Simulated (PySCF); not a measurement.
C2H3, SMILES [CH]=C (connectivity only; charge and spin as stated), charge +1, multiplicity 1.

The structure is a stationary point at B3LYP-D3(BJ)/def2-TZVP. The spin state was assumed, not searched. The isomer is the one that the SMILES or the coordinates give; other isomers of the formula were not compared.

Two levels are set side by side: TDA-PBE/def2-TZVPD (PySCF) and TDA-CAM-B3LYP/def2-TZVPD (PySCF). Vertical, same geometry. The lowest singlet is HOMO→LUMO 100 % with PBE and HOMO→LUMO 100 % with the other functional; states are paired by order. Differences are taken from unrounded values.

| quantity | TDA-PBE |
|---|---|
| lowest singlet excitation (eV) | 3.46 |
| lowest triplet excitation (TDA) (eV) | 2.66 |
| first bright state (f over 0.05) (eV) | 11.43 |
| its oscillator strength | 0.09 |

Question: These are the TDA-PBE values. What does TDA-CAM-B3LYP give? (The exact figures need the calculation; the answer reports its results.)

Answer: 
```tsv
quantity	TDA-CAM-B3LYP	TDA-PBE minus TDA-CAM-B3LYP
lowest singlet excitation (eV)	3.21	0.24
lowest triplet excitation (TDA) (eV)	2.48	0.18
first bright state (f over 0.05) (eV)	10.78	0.65
its oscillator strength	0.07	0.01
```

Rough cost on one machine, each run with all the roots and properties that it gave: TDA-CAM-B3LYP against TDA-PBE within a factor of 2.
